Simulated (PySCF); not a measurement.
HB(OH) + F₂ → BF₂ + H₂O

Level: PBE0 in the def2-TZVP basis family, all electrons, no relativity, computed in PySCF with density fitting; open shells unrestricted.

```tsv
species	state and structure	E (Eh)	ZPE (kJ/mol)	H(298 K) − H(0) (kJ/mol)	S° (J/(mol K))
HB(OH)	doublet, Cs, B–H 1.201 Å, B–O 1.333 Å, O–H 0.961 Å; B–O–H 114.7°, H–B–O 121.0°	-101.15798	62.9	10.4	231.5
F₂	singlet, D∞h, F–F 1.376 Å	-199.40856	6.6	8.7	201.9
BF₂	doublet, C2v, B–F 1.306 Å (×2); F–B–F 121.1°	-224.44583	18.7	10.5	246.6
H₂O	singlet, C2v, O–H 0.960 Å (×2); H–O–H 105.1°	-76.37736	56.5	9.9	188.7
```

(1) What is the electronic reaction energy?

(2) Add zero-point, thermal and entropy terms for 298.15 K and 1 bar.

Results:

(1) At PBE0/def2-TZVP, ΔE = -673.8 kJ/mol from the differences of the total energies times 2625.5, downhill. 

(2) ΔZPE = 5.7 and Δ[H(298) − H(0)] = 1.3 kJ/mol give ΔH° = -666.8 kJ/mol. ΔS° = 1.9 J/(mol K), so ΔG° = -666.8 − 298.15 × (0.0019) = -667 kJ/mol.

Only the bonding shown was studied: isomers, or loss of a ligand pair, can lie lower.
